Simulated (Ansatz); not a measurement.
Geometry optimisation, Ansatz, RKS CAM-B3LYP-D4/6-31G*.

input.yaml

```yaml
crystal:
  periodic: [false, false, false]
  atoms:
    - { symbol: Si, position_ang: [0.378196, 0.41807, 0.095266] }
    - { symbol: H, position_ang: [1.685997, 0.204959, -0.478415] }
    - { symbol: "N", position_ang: [-0.266286, 0.729707, -1.47135] }
    - { symbol: H, position_ang: [0.605035, 0.839914, -1.980628] }
    - { symbol: H, position_ang: [0.40365, 1.573967, 1.042367] }
    - { symbol: C, position_ang: [-0.339247, -1.055294, 0.99268] }
    - { symbol: H, position_ang: [-0.991251, 1.374621, -1.747658] }
    - { symbol: H, position_ang: [0.22563, -1.272179, 1.90592] }
    - { symbol: H, position_ang: [-1.377982, -0.8702, 1.286596] }
    - { symbol: H, position_ang: [-0.323742, -1.943664, 0.35522] }
basis:
  gaussian: { orbitals: "6-31G*" }
hamiltonian:
  xc: cam_b3lyp
  dispersion: d4
relax:
  f_tol: 0.03
  max_steps: 50
output:
  orbitals: {}
```

Run as:

```bash
$ ansatz run input.yaml --threads 2 --pin off --max-ram 3072MiB --backend cpu --events-out ev --progress --plain --runs-dir out
```

Problem. Where does it end, and by what steps?

Solution. The run converged. After 8 steps the energy has fallen by 0.385 eV; H7 moved furthest, 0.49 Å.

```tsv
step	energy less start (eV)	largest force component (eV/Å)	accepted
0	0.0000	1.248	yes
1	-0.2489	0.669	yes
2	-0.3408	0.488	yes
3	-0.3704	0.438	yes
4	-0.3781	0.061	yes
5	-0.3808	0.157	yes
6	-0.3849	0.060	yes
7	-0.3844	0.160	no
8	-0.3854	0.019	yes
```

```xyz
10
Properties=species:S:1:pos:R:3
Si 0.529 0.404 0.078
H 1.948 0.054 -0.194
N -0.192 0.698 -1.470
H 0.355 1.170 -2.178
H 0.540 1.579 1.003
C -0.364 -1.000 0.938
H -1.163 0.976 -1.531
H 0.084 -1.211 1.914
H -1.419 -0.760 1.106
H -0.320 -1.911 0.334
```

Whether the end is a true minimum wasn't checked by a vibrational analysis.

Time of the run: 12 s on 2 threads of Arm Neoverse V2, with other jobs on the host, peak memory 0.14 GiB.
